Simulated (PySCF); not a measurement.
2-methoxyacetamide, C₃H₇NO₂.
SMILES with atom numbers: `[CH3:1][O:2][CH2:3][C:4]([NH2:5])=[O:6]`

Lines to be assigned: C 1s: 292.47 (area 1), 292.58 (area 1), 293.82 (area 1) eV; N 1s: 405.87 eV; O 1s: 536.93 (area 1), 538.95 (area 1) eV.

Level of theory: delta-SCF UKS SCAN, pcX-2 on the ionised atom, pcseg-1 elsewhere, spin-free X2C in PySCF 2.14.0. Isolated species at its GFN2-xTB geometry (one conformer only).

Task: Which oxygen gives which O 1s line?

Result: 536.93 eV: O6 (amide oxygen); 538.95 eV: O2 (ether oxygen). Lowest listed O 1s: O6, bonded to C (double bond). Highest, 2.02 eV above it: O2, bonded to 2 C. Summing the Pauling electronegativity differences to the bonded atoms, each weighted by its formal bond order, gives -1.78 for the lowest site and -1.78 for the highest; the sum is the same at every site.

Bonded neighbours of each site: C1: O and 3 H; O2: 2 C; C3: O, C and 2 H; C4: O (double bond), N and C; N5: C and 2 H; O6: C (double bond).

Task: What is the C 1s shift of C4 against C1?

Result: 293.82 − 292.58 = +1.24 eV, or +120 kJ/mol.

Shape of the structure used: `[CH3:1][O:2][CH2:3][C:4]([NH2:5])=[O:6]`: C1–O2–C3–C4 180°, O2–C3–C4–N5 0°, H–N5–C4–C3 180°, H–N5–C4–C3 0°.
